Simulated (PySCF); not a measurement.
## `C/C=C\C` in a uniform electric field

Species: C4H8.
Numbering: `[CH3:1]/[CH:2]=[CH:3]\[CH3:4]` (hydrogens: H5, H6, H7 on C1; H8 on C2; H9 on C3; H10, H11, H12 on C4)

Geometry (PBE0-D3(BJ)/def2-SVP, Å), atoms numbered from 1 in this order:
```
atom  x, y, z in Å
C1     1.562   -0.463    0.101
C2     0.705    0.730   -0.167
C3    -0.633    0.790   -0.178
C4    -1.599   -0.321    0.076
H5     2.224   -0.285    0.965
H6     2.223   -0.673   -0.757
H7     0.980   -1.372    0.307
H8     1.247    1.660   -0.379
H9    -1.086    1.765   -0.398
H10   -1.105   -1.278    0.293
H11   -2.257   -0.082    0.929
H12   -2.261   -0.473   -0.793
```

Level: CAM-B3LYP/def2-SVPD (PySCF); nuclei fixed, core orbitals frozen in the response. Permanent dipole (-0.011, -0.239, 0.055) D (1 au = 2.5417 D). Static polarisability (au):

```
x   67.33 -0.86  0.13
y   -0.86 48.01 -1.66
z    0.13 -1.66 41.06
```

Only the terms in μ and α are kept: μ(F) = μ + αF and ΔE = −μ·F − ½ F·αF.

**Question.** Apply 0.001 au along ±x, ±y and ±z in turn. Tabulate induced and total dipoles and both energy terms.

**Answer.** 
```
field along  induced x (D)  induced y (D)  induced z (D)  total size (D)  −μ·F (kJ/mol)  −½F·αF (kJ/mol)
         +x          0.171         -0.002          0.000           0.295         +0.011           -0.088
         −x         -0.171          0.002          0.000           0.304         -0.011           -0.088
         +y         -0.002          0.122         -0.004           0.128         +0.247           -0.063
         −y          0.002         -0.122          0.004           0.366         -0.247           -0.063
         +z          0.000         -0.004          0.104           0.291         -0.057           -0.054
         −z          0.000          0.004         -0.104           0.240         +0.057           -0.054
```

**Question.** For the field (0.0001, -0.0006, 0.0003) au, what is the induced dipole, and what angle does it make with the field?

**Answer.** αF = (0.019, -0.075, 0.034) D, at 4.8° to the field. The polarisability along this direction, F·αF/F², is 48.61 au, against a mean of 52.13 au.

**Question.** Which field along μ doubles the dipole in that direction (linear response)?

**Answer.** The polarisability along the dipole is 48.35 au, so F = 0.0966 au / 48.35 au = 0.0020 au = 0.10 V/Å; higher-order terms are ignored.

**Question.** What field makes μF equal to kT at 200 K?

**Answer.** kT = 0.6334 × 10⁻³ Eh, so F = 0.00656 au = 33.7 MV/cm.

**Question.** A unit point charge sits 6 Å away. Estimate the induction energy −αe²/2R⁴ with the mean polarisability, treating the molecule as a point.

**Answer.** R = 11.34 bohr, so the energy is −52.1/(2 × 11.34⁴) Eh = -4.14 kJ/mol. The charge–dipole term at its most favourable orientation, −μe/R², is -1.97 kJ/mol.

Isolated species at its PBE0-D3(BJ)/def2-SVP geometry, gas phase.
